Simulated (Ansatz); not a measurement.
# CH7ClSi: the cost of one run

Program: Ansatz 0.2.0. Level of theory: RKS CAM-B3LYP-D4/6-31G*. These are calculated values, not measurements.

1 further run of the same task is left out (it didn't finish).

**1. The structure to begin with**

Bond lengths: Si1–Cl2 2.480 Å, Si1–C3 1.870 Å, C3–H4 1.110 Å, C3–H5 1.110 Å, C3–H6 1.110 Å, Si1–H7 1.459 Å, Si1–H8 1.459 Å. Angles: Cl2–Si1–C3 109.4°, Cl2–Si1–H7 109.5°, Cl2–Si1–H8 109.5°, C3–Si1–H7 109.5°, C3–Si1–H8 109.5°, H7–Si1–H8 109.5°, Si1–C3–H4 109.5°, Si1–C3–H5 109.5°, Si1–C3–H6 109.5°, H4–C3–H5 109.4°, H4–C3–H6 109.4°, H5–C3–H6 109.4°.

Coordinates:

```xyz
10

Si    0.0000    0.0000    0.0000
Cl    0.0000    0.0000    2.4800
C     1.7634    0.0000   -0.6227
H     2.1111   -1.0463   -0.7509
H     1.8119    0.5276   -1.5981
H     2.4154    0.5187    0.1108
H    -0.6877    1.1914   -0.4862
H    -0.6877   -1.1914   -0.4862
H    -1.6702    0.0000    0.5550
H    -1.4379    0.0000    1.5063
```

**2. A restrained relaxation towards end A**

Springs on the bonds that form and break draw the guess towards this end; the thresholds are loose.

Contents of input.yaml:

```yaml
crystal:
  periodic: [false, false, false]
  atoms:
    - { symbol: Si, position_ang: [0.0, 0.0, 0.0] }
    - { symbol: Cl, position_ang: [0.0, 0.0, 2.48] }
    - { symbol: C, position_ang: [1.7634, 0.0, -0.6227] }
    - { symbol: H, position_ang: [2.1111, -1.0463, -0.7509] }
    - { symbol: H, position_ang: [1.8119, 0.5276, -1.5981] }
    - { symbol: H, position_ang: [2.4154, 0.5187, 0.1108] }
    - { symbol: H, position_ang: [-0.6877, 1.1914, -0.4862] }
    - { symbol: H, position_ang: [-0.6877, -1.1914, -0.4862] }
    - { symbol: H, position_ang: [-1.6702, 0.0, 0.555] }
    - { symbol: H, position_ang: [-1.4379, 0.0, 1.5063] }
basis:
  gaussian: { orbitals: "6-31G*" }
hamiltonian:
  xc: cam_b3lyp
  dispersion: d4
relax:
  f_tol: 0.15
  max_steps: 25
  restrain:
    - { distance: [0, 8], at: 2.66, k: 30.0 }
    - { distance: [9, 1], at: 2.57, k: 30.0 }
    - { distance: [0, 1], at: 2.13, k: 30.0 }
    - { distance: [9, 8], at: 0.66, k: 30.0 }
```

Started as:

```console
$ ansatz run input.yaml --threads 2 --pin off --max-ram 3072MiB --backend cpu --events-out ev --progress --plain --runs-dir out
```

What time and memory should one allow on 2 threads of Arm Neoverse V1, shared host?

About 16 s, with a peak of 0.15 GiB.
